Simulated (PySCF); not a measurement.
# Computed and reference excited states of N-phenylpyrrole (`c1ccc(-n2cccc2)cc1`)

Published values to compare with (the computed states carry no symmetry labels, so the two lists aren't matched line by line):

```csv
state,E (eV),f,kind of transition,source
1B2(π→π*),5.32,,vertical absorption,[1]
1B2(π→π*),5.58,,vertical absorption,[1]
1A1(π→π*),5.65,,vertical absorption,[1]
1A1(π→π*),5.86,,vertical absorption,[1]
1A2(π→π*),5.95,,vertical absorption,[1]
```

[1] computed, theoretical best estimate (aug-cc-pVQZ), gas; Loos, Comin, Blase, Jacquemin, intramolecular charge-transfer excitations (2021), arXiv:2103.02947

Compound: N-phenylpyrrole, C10H9N.
SMILES: `C1=CC=C(N2C=CC=C2)C=C1`

Level of theory: PySCF 2.14.0, density-fitted response routines, TDDFT CAM-B3LYP/def2-SVPD, vertical, gas phase, core orbitals frozen in the response. Geometry: PBE0-D3(BJ)/def2-SVP, one conformer, isolated molecule. Torsions of this conformer, `[cH:1]1[cH:2][cH:3][c:4](-[n:5]2[cH:6][cH:7][cH:8][cH:9]2)[cH:10][cH:11]1`: C3–C4–N5–C6 145°.

Computed singlets: 5.14 eV (f 0.008); 5.33 eV (f 0.356); 5.37 eV (f 0.023); 5.76 eV (f 0.017); 6.33 eV (f 0.001); 6.43 eV (f 0.129); 6.46 eV (f 0.164); 6.60 eV (f 0.003); 6.72 eV (f 0.088); 6.90 eV (f 0.374). Computed triplets (Tamm–Dancoff): 3.88, 3.99, 4.47, 4.63 eV.

How does the lowest computed singlet compare with the best estimate listed for the lowest singlet (vertical absorption)?

5.14 eV against 5.32 eV for 1B2(π→π*) [1]: a difference of -0.18 eV. Geometry and basis of the two calculations needn't be the same.
